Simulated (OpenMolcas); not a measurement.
# A workflow on triplet SiH2S

Wanted: a single-point energy (UHF/STO-3G), then the energy (CASSCF(2,2)/STO-3G), then a single-point energy (CASPT2(2,2)/STO-3G), then a single-point energy (SC-NEVPT2(2,2)/STO-3G), then the energy (MRCI(2,2)/STO-3G) of triplet SiH2S. 

The results are computed with OpenMolcas 26.06.

### Step 1. The system as given

SiH2S has 4 atoms, charge 0, and is taken as a triplet. As SMILES of the parent species, `[SiH]S`. The coordinates come from a PBE0-D4/def2-TZVP relaxation. That shape belongs to the parent species and isn't relaxed for this state.

Bond lengths: Si1–S2 2.115 Å, Si1–H3 1.525 Å, S2–H4 1.346 Å. Angles: Si1–S2–H4 97.5°, S2–Si1–H3 89.3°.

### Step 2. A single-point energy at UHF/STO-3G (run 1)

Contents of step1.inp:

```
&GATEWAY
 BasLib
 $CurrDir
 Coord
 4
 bohr
 Si    -0.49662003    -2.03032175     0.30443488
 S      0.35999283     1.81186941    -0.39041742
 H      1.92279633    -2.25028587     1.85457722
 H     -1.68128933     2.35459875    -1.80695612
 Basis
 STO-3G
 Group
 NoSym

&SEWARD

&SCF
 UHF
 Spin
 3
 Scramble
 0.25
 PrOrbitals
 1 1
```

The basis set STO-3G is read from a file made from the Basis Set Exchange's data (not shown).

On the command line:

```
export MOLCAS_MEM=1860
pymolcas step1.inp > step1.log
```

Standard output:

```text
--- Start Module: gateway ---
[...]
--- Stop Module: gateway /rc=_RC_ALL_IS_WELL_ ---
--- Start Module: seward ---
[...]
      Basis functions           20
--- Stop Module: seward /rc=_RC_ALL_IS_WELL_ ---
--- Start Module: scf ---
[...]
       Convergence after  17 Iterations
[...]
::    Total SCF energy                               -679.8272144653
[...]
      Total spin, S                                     1.0006686364
[...]
      Total electronic charge=   32.000000
      Total            charge=   -0.000000
[...]
      Dipole Moment (debye):
      Origin of the operator (angstrom)=   -0.0183    0.0105   -0.0335
                   X= -1.8437E+00               Y= -1.6972E+00               Z= -5.8836E-01           Total=  2.5741E+00
      Quadrupole Moment (debye*angstrom):
[...]
--- Stop Module: scf /rc=_RC_ALL_IS_WELL_ ---
[...]
```

Run time: 1.8 s. Hardware: 1 thread of Arm Neoverse V1, shared host; peak memory 0.37 GiB.

### Step 3. The energy at CASSCF(2,2)/STO-3G (run 2)

Contents of step2.inp:

```
&GATEWAY
BASLIB = $CurrDir
COORD
4
bohr
Si    -0.49662003    -2.03032175     0.30443488
S      0.35999283     1.81186941    -0.39041742
H      1.92279633    -2.25028587     1.85457722
H     -1.68128933     2.35459875    -1.80695612
BASIS = STO-3G
GROUP = NoSym
&SEWARD
&RASSCF
FILEORB = $CurrDir/step1.UnaOrb
SPIN = 3
NACTEL = 2 0 0
INACTIVE = 15
RAS2 = 2
ORBLISTING = Nothing
```

The basis set STO-3G is read from a file made from the Basis Set Exchange's data (not shown).

On the command line:

```
export MOLCAS_MEM=1860
pymolcas step2.inp > step2.log
```

Standard output:

```text
--- Start Module: gateway ---
[...]
--- Stop Module: gateway /rc=_RC_ALL_IS_WELL_ ---
--- Start Module: seward ---
[...]
      Basis functions           20
--- Stop Module: seward /rc=_RC_ALL_IS_WELL_ ---
--- Start Module: rasscf ---
[...]
      Number of active orbitals                  2
[...]
      Spin quantum number                      1.0
[...]
      Active orbitals                            2
[...]
      Number of CSFs                             1
[...]
      Number of root(s) required                 1
[...]
      Convergence after  9 iterations
[...]
      printout of CI-coefficients larger than  0.05 for root  1
      energy=    -679.826826
      conf/sym  11     Coeff  Weight
             1  uu   1.00000 1.00000
      Natural orbitals and occupation numbers for root  1
      sym 1:   1.000000   1.000000
      ************************************************************************************************************************
      *                                                    Final results                                                     *
[...]
::    RASSCF root number  1 Total energy:   -679.82682641
[...]
      Total electronic charge=   32.000000
      Total            charge=   -0.000000
[...]
      Dipole Moment (debye):
      Origin of the operator (angstrom)=   -0.0183    0.0105   -0.0335
                   X= -1.8460E+00               Y= -1.7050E+00               Z= -5.8727E-01           Total=  2.5806E+00
      Quadrupole Moment (debye*angstrom):
[...]
--- Stop Module: rasscf /rc=_RC_ALL_IS_WELL_ ---
[...]
```

Run time: 1.8 s. Hardware: 1 thread of Arm Neoverse V1, shared host; peak memory 0.37 GiB.

### Step 4. The energy at CASPT2(2,2)/STO-3G (run 3)

Contents of step3.input:

```
* H2SSi CASPT2

&GATEWAY
  BasLib=$CurrDir
  Coord
  4
  bohr
  Si    -0.49662003    -2.03032175     0.30443488
  S      0.35999283     1.81186941    -0.39041742
  H      1.92279633    -2.25028587     1.85457722
  H     -1.68128933     2.35459875    -1.80695612
  Basis=STO-3G
  Group=NoSym

&SEWARD

&RASSCF
  FileOrb=$CurrDir/step2.RasOrb
  Spin=3
  Nactel=2 0 0
  Inactive=15
  Ras2=2
  OrbListing=Nothing

&CASPT2
  Imaginary=0.1
  Frozen=10
```

The basis set STO-3G is read from a file made from the Basis Set Exchange's data (not shown).

On the command line:

```
export MOLCAS_MEM=1860
pymolcas step3.input > step3.log
```

Standard output:

```text
--- Start Module: gateway ---
[...]
--- Stop Module: gateway /rc=_RC_ALL_IS_WELL_ ---
[...]
      Basis functions           20
[...]
--- Start Module: rasscf ---
[...]
      Number of active orbitals                  2
[...]
      Spin quantum number                      1.0
[...]
      Active orbitals                            2
[...]
      Number of CSFs                             1
[...]
      Number of root(s) required                 1
[...]
      Convergence after  4 iterations
[...]
      printout of CI-coefficients larger than  0.05 for root  1
      energy=    -679.826826
      conf/sym  11     Coeff  Weight
             1  uu   1.00000 1.00000
      Natural orbitals and occupation numbers for root  1
      sym 1:   1.000000   1.000000
      ************************************************************************************************************************
      *                                                    Final results                                                     *
[...]
::    RASSCF root number  1 Total energy:   -679.82682641
[...]
      Total electronic charge=   32.000000
      Total            charge=   -0.000000
[...]
      Dipole Moment (debye):
      Origin of the operator (angstrom)=   -0.0183    0.0105   -0.0335
                   X= -1.8460E+00               Y= -1.7050E+00               Z= -5.8728E-01           Total=  2.5806E+00
      Quadrupole Moment (debye*angstrom):
[...]
--- Stop Module: rasscf /rc=_RC_ALL_IS_WELL_ ---
--- Start Module: caspt2 ---
[...]
      E2 (Variational):          -0.0450920009
      Total energy:            -679.8719184118
[...]
      Reference weight:           0.97429
[...]
::    CASPT2 Root  1     Total energy:   -679.87191841
[...]
--- Stop Module: caspt2 /rc=_RC_ALL_IS_WELL_ ---
[...]
```

It took 1.8 s on 1 thread of Arm Neoverse V1, shared host; peak memory 0.37 GiB.

### Step 5. The energy at SC-NEVPT2(2,2)/STO-3G (run 4)

Contents of step4.input:

```
&GATEWAY
  BasLib = $CurrDir
  Coord
  4
  bohr
  Si    -0.49662003    -2.03032175     0.30443488
  S      0.35999283     1.81186941    -0.39041742
  H      1.92279633    -2.25028587     1.85457722
  H     -1.68128933     2.35459875    -1.80695612
  Basis = STO-3G
  Group = NoSym

&SEWARD

&RASSCF
  FileOrb = $CurrDir/step2.RasOrb
  Spin = 3
  Nactel = 2 0 0
  Inactive = 15
  Ras2 = 2
  OrbListing = Nothing

&CASPT2
  SC-NEVPT2
  Frozen = 10
```

The basis set STO-3G is read from a file made from the Basis Set Exchange's data (not shown).

On the command line:

```
export MOLCAS_MEM=1860
pymolcas step4.input > step4.log
```

Standard output:

```text
--- Start Module: gateway ---

                                              &GATEWAY

                       available to each process: 1.9 GB of memory, 1 thread

 Basis Set     1 Label: SI.STO-3G
 Basis set is read from library:.
 basistype.tbl is not found

 Basis Set     2 Label: S.STO-3G
 Basis set is read from library:.
 basistype.tbl is not found

 Basis Set     3 Label: H.STO-3G
 Basis set is read from library:.
 basistype.tbl is not found

++    Symmetry information:
      ---------------------

[... 215 lines left out ...]
      Note: transformation to natural orbitals
[... 7 lines left out ...]
      Natural orbitals and occupation numbers for root  1
[... 20 lines left out ...]
      Final state energy(ies):
[... 60 lines left out ...]
      Natural orbitals for root   1 are written to the RASORB.1 file
[... 75 lines left out ...]
 Compute H0 matrices for state    1
[... 14 lines left out ...]
--- Stop Module: caspt2 /rc=-6 ---

.########################.
.# Non-zero return code #.
.########################.

    Timing: Wall=1.50 User=1.14 System=0.35
```

It took 1.8 s on 1 thread of Arm Neoverse V1, shared host; peak memory 0.37 GiB.

The run ended with an error.

### Step 6. The energy at MRCI(2,2)/STO-3G (run 5)

Contents of step5.inp:

```
* H2SSi MRCI
>>> EXPORT MOLCAS_PRINT=2
&GATEWAY
BasLib = $CurrDir
Coord
4
bohr
Si    -0.49662003    -2.03032175     0.30443488
S      0.35999283     1.81186941    -0.39041742
H      1.92279633    -2.25028587     1.85457722
H     -1.68128933     2.35459875    -1.80695612
Basis = STO-3G
Group = NoSym
&SEWARD
&RASSCF
FileOrb = $CurrDir/step2.RasOrb
Spin = 3
Nactel = 2 0 0
Inactive = 15
Ras2 = 2
OrbListing = Nothing
&MOTRA
LumOrb
Frozen = 10
&GUGA
Electrons = 12
Spin = 3
Inactive = 5
Active = 2
CIAll = 1
&MRCI
SDCI
```

The basis set STO-3G is read from a file made from the Basis Set Exchange's data (not shown).

On the command line:

```
export MOLCAS_MEM=1860
pymolcas step5.inp > step5.log
```

Standard output:

```text
--- Start Module: gateway ---
[...]
--- Stop Module: gateway /rc=_RC_ALL_IS_WELL_ ---
[...]
      Basis functions           20
[...]
      Number of active orbitals                  2
[...]
      Spin quantum number                      1.0
[...]
      Active orbitals                            2
[...]
      Number of CSFs                             1
[...]
      Number of root(s) required                 1
[...]
      Convergence after  4 iterations
[...]
      printout of CI-coefficients larger than  0.05 for root  1
      energy=    -679.826826
      conf/sym  11     Coeff  Weight
             1  uu   1.00000 1.00000
      Natural orbitals and occupation numbers for root  1
      sym 1:   1.000000   1.000000
      ************************************************************************************************************************
      *                                                    Final results                                                     *
[...]
::    RASSCF root number  1 Total energy:   -679.82682641
[...]
      Dipole Moment (debye):
      Origin of the operator (angstrom)=   -0.0183    0.0105   -0.0335
                   X= -1.8460E+00               Y= -1.7050E+00               Z= -5.8728E-01           Total=  2.5806E+00
      Quadrupole Moment (debye*angstrom):
[...]
--- Start Module: guga ---
[...]
--- Stop Module: guga /rc=_RC_ALL_IS_WELL_ ---
--- Start Module: mrci ---
[...]
       (But an ACPF correction will be computed)
       USE THE DEFAULT ACPF G-VALUE GFAC=  0.16666666666666666
[...]
                      CI ENERGY:  -679.89111244
[...]
                ACPF CORRECTION:    -0.00313040
[...]
      Total electronic charge=   32.000000
      Total            charge=   -0.000000
[...]
     ACPF CORRECTION:     -0.00313040
[...]
  CI State   1     Total energy:   -679.89111244     QDav:     -0.00379342     QACPF:     -0.00313040
[...]
```

Wall time 1.9 s (1 thread of Arm Neoverse V1, shared host); peak memory 0.37 GiB.

### Step 7. Summary of results

| quantity | value |
| --- | --- |
| run 1, UHF/STO-3G: total energy | -679.82721 Eh |
| run 1, UHF/STO-3G: dipole moment | 2.57 D |
| run 1, UHF/STO-3G: HOMO energy (highest over α and β) | -4.29 eV |
| run 1, UHF/STO-3G: LUMO energy (lowest over α and β) | 4.04 eV |
| run 1, UHF/STO-3G: ⟨S²⟩ | 2.002 |
| run 2, CASSCF(2,2)/STO-3G: total energy | -679.82683 Eh |
| run 2, CASSCF(2,2)/STO-3G: dipole moment (CASSCF density) | 2.58 D |
| run 3, CASPT2(2,2)/STO-3G: total energy | -679.87192 Eh |
| run 3, CASPT2(2,2)/STO-3G: dipole moment (CASSCF density) | 2.58 D |
| run 5, MRCI(2,2)/STO-3G: total energy | -679.89111 Eh |
| run 5, MRCI(2,2)/STO-3G: dipole moment (CASSCF density) | 2.58 D |
| run 4, SC-NEVPT2(2,2)/STO-3G | no result (crashed) |

What this shows: Mulliken charges (run 1, UHF/STO-3G) run from -0.16 on H3 to +0.29 on Si1; they depend strongly on the basis. Mulliken charges (run 3, CASPT2(2,2)/STO-3G) of the CASSCF density run from -0.15 on H3 to +0.29 on Si1; they depend strongly on the basis. 1 of the 5 runs did not end normally.
